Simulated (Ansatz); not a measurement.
# BH₄ (doublet): wave-function methods side by side at distance B1–H4 along a hydrogen transfer = 1.493 Å, 6-31G

Aim: climb from Hartree-Fock through coupled cluster and multireference methods for BH₄ (doublet) at one geometry and basis, and see what each rung misses.

Program: Ansatz 0.2.0, Gaussian basis. Level of theory: 6-31G, core rule «outside noble gas», up to 1 orbitals frozen. These are calculated values, not measurements.

The runs, in order: UHF; CCSD(T) on ROHF; CCSD(T) on UHF; BCCD(T) on ROHF; CISD; CCSDT(Q) on ROHF; CCSDT(Q) on UHF; CISDTQ; CCSDTQ on ROHF; CCSDTQ on UHF; CASSCF and MRCISD+Q, 3 electrons in 3 orbitals; CASSCF and NEVPT2, 3 electrons in 3 orbitals; CASSCF and MRCISD+Q, 7 electrons in 8 orbitals; CASSCF and NEVPT2, 7 electrons in 8 orbitals; Full CI.

7 further runs of the same task are left out: 4 that didn't finish, 3 set aside as unsound or not needed.

### 1 The geometry

The geometry derives from fragments relaxed apart (PBE0/def2-TZVP) and kept rigid, so it is no stationary point. A hydrogen atom is moved between rigid fragments.

5 atoms, charge 0, spin multiplicity 2.

Atoms are counted from 1 here; the program's logs count them from 0.

Bond lengths: B1–H2 1.193 Å, B1–H3 1.193 Å. Angles: H2–B1–H3 120.0°.

### 2 UHF

Input file in.yaml:

```yaml
crystal:
  periodic: [false, false, false]
  atoms:
    - {symbol: B, position_ang: [-0.187598, 0.000000, 0.000000]}
    - {symbol: H, position_ang: [-0.784331, 1.033571, 0.000000]}
    - {symbol: H, position_ang: [-0.784331, -1.033571, 0.000000]}
    - {symbol: H, position_ang: [1.305402, 0.000000, 0.000000]}
    - {symbol: H, position_ang: [2.275402, 0.000000, 0.000000]}
basis:
  gaussian: {orbitals: 6-31G}
magnetization: {spin_polarized: true, initial_magnetization: 1}
hamiltonian: {xc: hf}
output: {orbitals: {seedname: orbitals}}
```

Launch:

```bash
$ ansatz run in.yaml --threads 1 --pin off --events-out ev --progress --plain --max-ram 2393MiB
```

The runs that follow: CCSD(T) on ROHF; CCSD(T) on UHF; BCCD(T) on ROHF; CISD; CCSDT(Q) on ROHF; CCSDT(Q) on UHF; CISDTQ; CCSDTQ on ROHF; CCSDTQ on UHF; CASSCF and MRCISD+Q, 3 electrons in 3 orbitals; CASSCF and NEVPT2, 3 electrons in 3 orbitals; CASSCF and MRCISD+Q, 7 electrons in 8 orbitals; CASSCF and NEVPT2, 7 electrons in 8 orbitals; Full CI.

Q: Predict the results of all the runs planned. Wanted: FCI below the RHF energy; RMP2 from FCI; UMP2 from FCI; RCCSD from FCI; RCCSD(T) from FCI; UCCSD(T) from FCI; RCCSDT(Q) from FCI; UCCSDT(Q) from FCI; NEVPT2 pair from FCI.

As calculated:

| quantity | value |
| --- | --- |
| FCI below the RHF energy | -2.4970 eV |
| RMP2 from FCI | +647.1 meV |
| UMP2 from FCI | +646.6 meV |
| RCCSD from FCI | +43.0 meV |
| RCCSD(T) from FCI | +11.6 meV |
| UCCSD(T) from FCI | +12.0 meV |
| RCCSDT(Q) from FCI | +0.3 meV |
| UCCSDT(Q) from FCI | +0.2 meV |
| NEVPT2 pair from FCI | +453.5 meV |
| NEVPT2 valence from FCI | +196.5 meV |
| MRCISD+Q valence from FCI | +5.4 meV |
| levels within 1 kcal/mol (43 meV) | RCCSD, UCCSD, RCCSD(T), UCCSD(T), BCCD(T), RCCSDT, UCCSDT, CISDTQ, RCCSDT(Q), UCCSDT(Q), RCCSDTQ, UCCSDTQ, MRCISD valence, MRCISD+Q valence |
| T1 diagnostic | 0.023 |
| effectively unpaired electrons | 1.02 |

What this shows: RCCSD(T) misses by +11.6 meV, 0.5 % of the correlation energy. One determinant dominates. Of the multireference levels listed MRCISD+Q valence comes nearest in total energy (+5.4 meV), which doesn't show that its space is the better one. These misses are within one basis, not against nature; the frozen cores of restricted and unrestricted runs differ, which can shift their rows.
